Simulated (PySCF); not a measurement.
Predicted microwave data (PBE0/pcSseg-1 in PySCF (dipole) on a GFN2-xTB geometry, gas phase) for one isomer of C5H5N:

```
Rotational constants : A = 12771, B = 2412, C = 2082 MHz
Dipole components    : |μa| = 4.45 D, |μb| = 0.14 D, |μc| = 0.00 D
Inertial defect      : -6.36 u·Å²
κ                    : -0.94
```

Task: Which candidate fits, each taken in the one conformer that was computed?
A. `CC=C=CC#N`
B. `N#CC1=CCC1`
C. `[CH:1]#[C:2]/[CH:3]=[N:4]\[CH:5]=[CH2:6]` with C3–N4–C5–C6 180°
D. `CC#CC1=NC1`

Result: B. It is N#CC1=CCC1, a near-prolate asymmetric top, point group Cs. The candidates at the same level (rigid rotor, commonest isotopes):

| SMILES | A (MHz) | B (MHz) | C (MHz) | μa (D) | μb (D) | μc (D) | Δ (u·Å²) | point group | rotor |
| --- | --- | --- | --- | --- | --- | --- | --- | --- | --- |
| C#C/C=N\C=C | 10694 | 2109 | 1761 | 1.01 | 1.42 | 0.00 | 0.00 | Cs | near-prolate asymmetric top |
| CC#CC1=NC1 | 22867 | 1566 | 1494 | 3.39 | 1.74 | 0.01 | -6.55 | near Cs | near-prolate asymmetric top |
| CC=C=CC#N | 12722 | 1614 | 1522 | 4.53 | 1.65 | 0.38 | -20.94 | C1 | near-prolate asymmetric top |
| N#CC1=CCC1 | 12771 | 2412 | 2082 | 4.45 | 0.14 | 0.00 | -6.36 | Cs | near-prolate asymmetric top |

`CC=C=CC#N` has B 33 % too low; `C#C/C=N\C=C` has A 16 % too low; `CC#CC1=NC1` has A 79 % too high. In the right answer the mirror of this Cs structure is the ab plane, so μc vanishes by symmetry. No structure here is proved a minimum.
